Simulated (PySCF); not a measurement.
**S2F2 (Thio-thionyl fluoride): CCSDT/STO-3G**

What is the vertical ionisation energy of S2F2 (Thio-thionyl fluoride) at CCSDT/STO-3G? Input form: a Python script.

Program for the calculation: PySCF 2.14.0.

8 further runs of the same task are left out: 8 set aside as unsound or not needed.

## (1) The structure to begin with

The species is S2F2 (4 atoms), meant as a singlet with charge 0. SMILES: `FS(F)=S`. The shape is that of a GFN2-xTB optimisation.

Bond lengths: F1–S2 1.681 Å, S2–F3 1.682 Å, S2–S4 1.873 Å. Angles: F1–S2–F3 90.0°, F1–S2–S4 108.4°, F3–S2–S4 108.4°.

## (2) The energy at CCSDT/STO-3G

Contents of job.py:

```python
# Thio-thionyl fluoride
from pyscf import gto, scf, cc

mol = gto.Mole()
mol.atom = '''
F    0.766610   0.341640   1.237090
S   -0.514710  -0.073220   0.231030
F    0.333030  -1.428520  -0.291570
S   -0.584940   1.160090  -1.176550
'''
mol.basis = 'sto-3g'
mol.verbose = 3
mol.max_memory = 1860
mol.build()

mf = scf.RHF(mol)
mf.conv_tol = 1e-10
mf.kernel()
if not mf.converged:
    mf = mf.newton().run(mf.mo_coeff, mf.mo_occ)

mycc = cc.CCSDT(mf, frozen=12)
mycc.kernel()
energy = mycc.e_tot
print('Final energy', energy)
```

Launch:

```
$ OMP_NUM_THREADS=1 python job.py
```

Output:

```text
converged SCF energy = -982.243348556635
_make_eris_incore_RCCSDT

WARN: A large `blksize` is being used, which may cause large memory consumption
      for storing contraction intermediates. If memory is sufficient, consider using
      `pyscf.cc.rccsdt_highm.RCCSDT` instead.

RCCSDT converged
E(RCCSDT) = -982.3851694934981   E_corr = -0.1418209368628683
E_corr(same-spin) = -0.0179548484178145
E_corr(oppo-spin) = -0.123866088445054
Final energy -982.3851694934981
```

Wall time 2.8 s (1 thread of Arm Neoverse V1, shared host); peak memory 0.11 GiB.

## (3) The doublet cation, same level

Contents of input.py:

```python
from pyscf import gto, scf, cc

system = gto.M(
    atom='F 0.766610 0.341640 1.237090; S -0.514710 -0.073220 0.231030; F 0.333030 -1.428520 -0.291570; S -0.584940 1.160090 -1.176550',
    spin=1,
    charge=1,
    verbose=4,
    basis='sto-3g',
    max_memory=1860,
)

hf = scf.UHF(system)
hf.conv_tol = 1e-10
hf.kernel()
if not hf.converged:
    hf = hf.newton().run(hf.mo_coeff, hf.mo_occ)

mycc = cc.CCSDT(hf, frozen=12)
mycc.kernel()
e_final = mycc.e_tot
print(f'total energy: {e_final:.8f} hartree')
```

Launch:

```
$ OMP_NUM_THREADS=1 python input.py
```

Output:

```text
PySCF version 2.14.0

[INPUT] num. atoms = 4
[INPUT] num. electrons = 49
[INPUT] charge = 1
[INPUT] spin (= nelec alpha-beta = 2S) = 1
[INPUT] symmetry False subgroup None
[INPUT] Mole.unit = angstrom
[INPUT] Symbol           X                Y                Z      unit          X                Y                Z       unit  Magmom
[INPUT]  1 F      0.766610000000   0.341640000000   1.237090000000 AA    1.448682944353   0.645606033196   2.337761291438 Bohr   0.0
[INPUT]  2 S     -0.514710000000  -0.073220000000   0.231030000000 AA   -0.972660933575  -0.138365746841   0.436583426558 Bohr   0.0
[INPUT]  3 F      0.333030000000  -1.428520000000  -0.291570000000 AA    0.629335491264  -2.699511563464  -0.550987446139 Bohr   0.0
[INPUT]  4 S     -0.584940000000   1.160090000000  -1.176550000000 AA   -1.105376399303   2.192252379847  -2.223357271857 Bohr   0.0

[... 124 lines left out ...]
converged SCF energy = -982.070297330466  <S^2> = 0.8177098  2S+1 = 2.0666009
[... 17 lines left out ...]
WARN: A large `blksize_v_aaa` is being used, which may cause large memory consumption
[... 3 lines left out ...]
WARN: A large `blksize_v_aab` is being used, which may cause large memory consumption
[... 7 lines left out ...]
Init t2, MP2 energy = -0.0896862235697778
[... 40 lines left out ...]
UCCSDT converged
[... 3 lines left out ...]
total energy: -982.20824128 hartree
```

Run time: 7.8 s. Hardware: 1 thread of Arm Neoverse V1, shared host; peak memory 0.11 GiB.

## (4) Results

At CCSDT/STO-3G, 12 core orbitals frozen:

| quantity | value |
| --- | --- |
| singlet S2F2: total energy | -982.38517 Eh |
| singlet S2F2: dipole moment (Hartree–Fock density) | 2.22 D |
| singlet S2F2: HOMO energy (Hartree–Fock orbitals) | -5.78 eV |
| singlet S2F2: LUMO energy (Hartree–Fock orbitals) | 6.63 eV |
| singlet S2F2: HOMO–LUMO gap (Hartree–Fock orbitals) | 12.41 eV |
| singlet S2F2: correlation energy (12 core orbitals frozen) | -141.8 mEh |
| singlet S2F2: T1 diagnostic | 0.023 |
| doublet cation: total energy | -982.20824 Eh |
| doublet cation: HOMO energy (Hartree–Fock orbitals) (highest over α and β) | -15.64 eV |
| doublet cation: LUMO energy (Hartree–Fock orbitals) (lowest over α and β) | -3.71 eV |
| doublet cation: correlation energy (12 core orbitals frozen) | -137.9 mEh |
| doublet cation: ⟨S²⟩ of the reference determinant | 0.818 |
| doublet cation: T1 diagnostic | 0.027 |
| vertical ionisation energy (to the doublet cation) | 4.814 eV |

What this shows: The vertical ionisation energy comes to 4.81 eV (465 kJ/mol). In a minimal basis such a difference can be off by several eV, whatever the method. The T1 diagnostic (singlet S2F2) of 0.023 is above the customary mark for such species, so a single reference may not serve. Mulliken charges (doublet cation) of the mean-field density run from -0.02 on F1 to +0.70 on S2; they depend strongly on the basis.
